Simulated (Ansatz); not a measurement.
A made-up structure of BSiH3Cl, doublet:

| atom | x (Å) | y (Å) | z (Å) |
| --- | --- | --- | --- |
| Si1 | -0.3478 | 0.4705 | -0.2414 |
| B2 | 0.6355 | -0.7360 | 1.0069 |
| Cl3 | 1.5521 | -2.1594 | 0.7897 |
| H4 | -0.3009 | 0.0965 | -1.6843 |
| H5 | 2.2735 | -3.2349 | 1.0925 |
| H6 | 0.2278 | 1.8322 | -0.0762 |

It is relaxed with PBE-D4/def2-SVP and then PBE0-D4/def2-TZVP (Ansatz 0.2.0). Atoms count as bonded within 1.22 times the sum of their covalent radii (H–H: 0.88 Å). The end point is not checked to be a true minimum.

**Question.** Does its bonding change? (A judgement: the text doesn't fix the answer.)

**Answer.** The calculation gives: No: no bond forms or breaks.

Where it ends: The first stage lowers the energy by 1.70 eV in 13 steps. It ends as BSiH₃Cl ([SiH2][B][ClH]):
```
6
angstrom
Si 0.1375 0.3981 -0.2108
B 1.0758 -0.5472 1.0480
Cl 1.9334 -2.1031 0.4252
H -0.1881 -0.1223 -1.5653
H 1.4862 -3.1059 1.1385
H -0.4047 1.7493 0.0516
```

Labels in which every atom is bracketed show which atoms are joined, not bond orders.

For scale, one of the runs: PBE0-D4/def2-TZVP relaxation, 123 basis functions, launched by `ansatz run in.yaml --threads 2 --pin off --events-out ev --progress --plain --max-ram 4352MiB`. The run took about 26 s on 2 CPU threads of an Arm Neoverse V2 (shared host).
